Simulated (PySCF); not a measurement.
## C₅H₁₁N: calculation and literature

Molfile (atoms numbered from 1):
```
C5H11N
     RDKit          3D

 17 17  0  0  0  0  0  0  0  0999 V2000
    2.1632    0.0598    0.7094 N   0  0  0  0  0  0  0  0  0  0  0  0
    0.7297    0.1933    0.5850 C   0  0  0  0  0  0  0  0  0  0  0  0
    0.0172   -1.1504    0.4446 C   0  0  0  0  0  0  0  0  0  0  0  0
   -1.4097   -0.7909    0.0186 C   0  0  0  0  0  0  0  0  0  0  0  0
   -1.3081    0.5940   -0.6737 C   0  0  0  0  0  0  0  0  0  0  0  0
    0.1758    0.9720   -0.6170 C   0  0  0  0  0  0  0  0  0  0  0  0
    2.5445   -0.3551   -0.1409 H   0  0  0  0  0  0  0  0  0  0  0  0
    2.5994    0.9756    0.7972 H   0  0  0  0  0  0  0  0  0  0  0  0
    0.3611    0.6796    1.5085 H   0  0  0  0  0  0  0  0  0  0  0  0
    0.0705   -1.7537    1.3625 H   0  0  0  0  0  0  0  0  0  0  0  0
    0.5258   -1.7275   -0.3491 H   0  0  0  0  0  0  0  0  0  0  0  0
   -2.0671   -0.7293    0.8998 H   0  0  0  0  0  0  0  0  0  0  0  0
   -1.8482   -1.5558   -0.6393 H   0  0  0  0  0  0  0  0  0  0  0  0
   -1.9158    1.3371   -0.1343 H   0  0  0  0  0  0  0  0  0  0  0  0
   -1.6898    0.5759   -1.7054 H   0  0  0  0  0  0  0  0  0  0  0  0
    0.7028    0.6191   -1.5220 H   0  0  0  0  0  0  0  0  0  0  0  0
    0.3496    2.0575   -0.5451 H   0  0  0  0  0  0  0  0  0  0  0  0
  1  2  1  0
  2  3  1  0
  3  4  1  0
  4  5  1  0
  5  6  1  0
  6  2  1  0
  1  7  1  0
  1  8  1  0
  2  9  1  0
  3 10  1  0
  3 11  1  0
  4 12  1  0
  4 13  1  0
  5 14  1  0
  5 15  1  0
  6 16  1  0
  6 17  1  0
M  END
```

Averaged over atoms made equivalent by symmetry, fast rotation or ring inversion, one conformer, no relativistic terms, isolated molecule. Geometry from PBE0-D3(BJ)/def2-SVP; shieldings: GIAO PBE0/pcSseg-1; PySCF 2.14.

Reference values: measured (solution, not stated per compound (mostly CDCl3 or CCl4); Pretsch, Buehlmann, Badertscher, Structure Determination of Organic Compounds, 4th ed. (2009)).
```json
{"atoms": "C2", "quantity": "δ $^{13}$C", "reference": "53.4", "computed": "57.8", "computed, scaled": "55.3"}
{"atoms": "C3/C6", "quantity": "δ $^{13}$C", "reference": "36.4", "computed": "39.9", "computed, scaled": "37.9"}
{"atoms": "C4/C5", "quantity": "δ $^{13}$C", "reference": "24.0", "computed": "23.6", "computed, scaled": "22.2"}
```

Computed shifts are σ(ref) − σ with the named reference compound (TMS for H and C) calculated as an isolated molecule at the same level. The measured values may be among those fitted. Scaled to experiment by linear calibration (H and C: mostly CDCl3 data, vs TMS): $^{13}$C: δ = 177.62 − 0.967σ (rms 1.9 ppm, 903 shifts, 2.3 ppm with the 23 outliers that the fit left out). A few per cent of atoms miss by over 2 rms, more outside the fitted compound classes.

Question: How far are the unscaled $^{13}$C shifts from the references?

Answer: Mean signed difference +2.50 ppm, mean absolute 2.77 ppm over 3 comparisons; the largest is +4.4 ppm at C2 (sp3 CH bonded to N).
